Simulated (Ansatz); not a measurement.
**SiP (sextet): wave-function methods side by side, def2-TZVPP**

An exercise on one series of results from a longer session: the logs are not shown, and one member is left open.

Program: Ansatz 0.2.0, Gaussian basis. Level of theory: def2-TZVPP, core rule «outside noble gas», up to 10 orbitals frozen. These are calculated values, not measurements.

To be run: UHF; ROHF; CCSD(T) on UHF.

## What is computed

The geometry is a PBE0/def2-TZVP stationary point (not a proven minimum) of the parent state, kept for this charge and spin.

2 atoms, charge 0, spin multiplicity 6.

Atoms are counted from 1 here; the program's logs count them from 0.

Bond lengths: Si1–P2 2.343 Å.

Set-up of the first run:

in.yaml

```yaml
crystal:
  periodic: [false, false, false]
  atoms:
    - {symbol: Si, position_ang: [0.000000, 0.000000, 0.000000]}
    - {symbol: P, position_ang: [0.000000, 0.000000, 2.343000]}
basis:
  gaussian: {orbitals: def2-TZVPP}
magnetization: {spin_polarized: true, initial_magnetization: 5}
hamiltonian: {xc: hf}
output: {orbitals: {seedname: orbitals}}
```

Command:

```bash
ansatz run in.yaml --threads 1 --pin off --events-out ev --progress --plain --max-ram 4096MiB --backend cpu
```

Steps of the session up to this table: UHF; ROHF; CCSD(T) on UHF.

One table of the session follows, with a row left open; its other results are not shown here.

It belongs to the step «Misses and costs». 

```
  method  from UCCSD(T) (meV)
    ROHF              +5463.9
     UHF                    ?
    UMP2              +1164.6
   UCCSD               +266.9
UCCSD(T)                    0
```

**Question.** Estimate the row for UHF.

**Answer.** from UCCSD(T) (meV): +5304.9. In the column «from UCCSD(T) (meV)» it lies between UMP2 (+1164.6) and ROHF (+5463.9).
